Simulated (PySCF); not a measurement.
## Working with the constants of C2

PBE0 constants of C2, ³Πu (triplet), unpaired electrons σ ↑, π ↑ (PySCF, no relativity, basis sets C def2-TZVP; masses 12.0000 and 12.0000 u):

```
ωe          : 1711.1 cm⁻¹
ωexe        : 10.8 cm⁻¹
Be          : 1.6588 cm⁻¹
αe          : 0.0156 cm⁻¹
De to C + C : 6.30 eV
```

(1) What force constant and bond length do these constants imply?

(2) Estimate the centrifugal constant D from the Kratzer relation and find the Dunham coefficient a1.

The state is the lowest determinant that a PBE0 search found; another state may lie lower at other levels.

## Answers

(1) Reduced mass μred = 6.0000 u; k = 5.8918×10⁻⁷·μred·ωe² (u, cm⁻¹, mdyn/Å) = 10.4 mdyn/Å; Re = √(16.8576/(μred·Be)) (u, cm⁻¹, Å) = 1.301 Å.

(2) D = 4Be³/ωe² = 6.24e-06 cm⁻¹; a1 = −1 − αeωe/(6Be²) = -2.62.
